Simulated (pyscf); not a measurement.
`[F][Ga]` [singlet] + `[H][H]` -> `[GaH]` [singlet] + `[FH]`, a four-centre exchange (singlet surface; F–Ga, H–H broken, Ga–H, F–H formed). Single points on ωB97X-D3(BJ)/def2-SVP structures (PySCF, gas phase). Energies in eV from the separated reactants.

AM1 to PM7: differences of heats of formation from MOPAC, which are fitted to 298 K values and so differ in kind from electronic energies by zero-point and thermal terms. 

**Question.** Quick PM7 single points give ΔE‡ = 4.33 eV and ΔE = +3.79 eV. What does ωB97M-D3(BJ)/def2-TZVP give, and how far is the quick result from it?

**Answer.** ωB97M-D3(BJ)/def2-TZVP gives ΔE‡ = 1.54 eV and ΔE = +1.80 eV. PM7 lies 2.79 eV over it in the barrier and 1.99 eV over it in the reaction energy, so on this step it does not hold to within 0.13 eV. ωB97M-D3(BJ)/def2-TZVP has limits of its own. On the product side the descent ends in a bound adduct, 0.38 eV under the separated species and 0.09 eV under the saddle at ωB97X-D3(BJ)/def2-TZVP. At ωB97M-D3(BJ) the saddle lies under the separated products, which points to a path from their complex (located at ωB97X-D3(BJ) alone), and parting the products costs more than the saddle. One saddle was located; it need not be the lowest between these sides. In the def2 sets elements up to Kr have no core potential.
